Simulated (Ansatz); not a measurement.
Isolated molecules relaxed with PBE0-D4/def2-TZVP in Ansatz; ΔE leaves out vibrations. CCSD(T)/CBS adds triple-zeta CCSD(T) − MP2 to the extrapolated MP2 energy (def2 sets, frozen cores). This one scheme is used for every species. DFT in def2-TZVPP. Each species was taken in one conformer, which may not be the lowest.

Reaction (formal loss of a carbene): `CC(O)F` → `[CH]F` + CH₃OH

```json
{"level": "ωB97X-V", "ΔE (eV)": "4.61"}
{"level": "r2SCAN", "ΔE (eV)": "4.79"}
{"level": "HF/def2-SVP", "ΔE (eV)": "4.29"}
{"level": "CCSD/def2-SVP", "ΔE (eV)": "4.58"}
{"level": "HF/def2-TZVPP", "ΔE (eV)": "4.08"}
{"level": "MP2/def2-TZVPP", "ΔE (eV)": "4.77"}
{"level": "CCSD(T)/def2-TZVPP", "ΔE (eV)": "4.48"}
{"level": "MP2/CBS(def2)", "ΔE (eV)": "4.83"}
```

What does CCSD(T)/CBS give? (An estimate is asked.)

The calculation gave: +4.53 eV. The listed levels differ from it by 0.08, 0.26, -0.24, 0.05, -0.45, 0.24, -0.05, 0.30 eV.

Largest T1 diagnostic among the species: 0.018.

From BLYP to BHLYP (50 % exact exchange), in def2-TZVPP and without D4, ΔE moves by +0.29 eV. In def2-TZVPP, CCSD(T) changes the Hartree–Fock value by +0.40 eV (the triples alone add +0.03 eV) and MP2 by +0.69 eV.
